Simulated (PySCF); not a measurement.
Compound: 1,3-butanediamine, C4H12N2.
Atom-mapped SMILES: `[CH3:1][C@H:2]([NH2:3])[CH2:4][CH2:5][NH2:6]` (hydrogens: H7, H8, H9 on C1; H10 on C2; H11, H12 on N3; H13, H14 on C4; H15, H16 on C5; H17, H18 on N6)

Method used: PySCF, PBE0-D3(BJ)/def2-SVP geometry optimisation, gas phase.

Q: What internal coordinates does the optimisation give?

A: 
| bond | length (Å) | order |
| --- | --- | --- |
| C1–C2 | 1.528 | single |
| C2–N3 | 1.456 | single |
| C2–C4 | 1.526 | single |
| C4–C5 | 1.519 | single |
| C5–N6 | 1.450 | single |
| C1–H7, C1–H8, C1–H9 | 1.102 | single |
| C2–H10 | 1.106 | single |
| N3–H11, N3–H12 | 1.019 | single |
| C4–H13 | 1.105 | single |
| C4–H14 | 1.103 | single |
| C5–H15 | 1.103 | single |
| C5–H16 | 1.113 | single |
| N6–H17, N6–H18 | 1.018 | single |

Bonds in one row agree within 0.01 Å and their mean is given. Orders are formal, as drawn. A selection of angles:
| angle | degrees |
| --- | --- |
| C2–C1–H7 | 112.5 |
| C2–C1–H8 | 110.5 |
| C2–C1–H9 | 110.8 |
| H7–C1–H8 | 107.7 |
| C1–C2–N3 | 113.6 |
| C1–C2–C4 | 112.5 |
| C1–C2–H10 | 107.9 |
| N3–C2–C4 | 108.3 |
| N3–C2–H10 | 106.7 |
| C4–C2–H10 | 107.5 |
| C2–N3–H11 | 109.3 |
| H11–N3–H12 | 105.8 |
| C2–C4–C5 | 115.4 |
| C2–C4–H13 | 109.8 |
| C2–C4–H14 | 107.2 |
| C5–C4–H13 | 108.4 |
| C5–C4–H14 | 109.4 |
| H13–C4–H14 | 106.2 |
| C4–C5–N6 | 110.4 |
| C4–C5–H15 | 109.7 |
| C4–C5–H16 | 108.5 |
| N6–C5–H15 | 107.8 |
| N6–C5–H16 | 114.4 |
| H15–C5–H16 | 105.8 |
| C5–N6–H17 | 110.7 |
| C5–N6–H18 | 110.0 |
| H17–N6–H18 | 106.2 |

Dihedral angles: C1–C2–C4–C5 -65° (synclinal); C2–C4–C5–N6 180° (antiperiplanar).

N3 (primary amine nitrogen) is pyramidal (angles 110.2°, 109.3° and 105.8°, sum 325.3°, 0.40 Å off the plane of its three neighbours). Of the pairs four or more bonds apart, H7···H15 is among the closest relative to their van der Waals radii: 2.24 Å, 94 % of the sum of Bondi's values. N6 (primary amine nitrogen) is pyramidal (angles 110.7°, 110.0° and 106.2°, sum 326.9°, 0.39 Å off the plane of its three neighbours).

Point group: C1 (no symmetry element, even within 0.4 Å). PBE0-D3(BJ)/def2-SVP frequencies: not computed here. One conformer, not necessarily the lowest (C1–C2–N3–H -62° and 54°, C1–C2–C4–C5 -65°, C2–C4–C5–N6 180°, C4–C5–N6–H 180° and 63°).

On one thread of an Intel Xeon Platinum 8488C, on a shared host, this took 36 s wall and 0.76 GiB of memory at its peak. These figures are those of the optimisation.
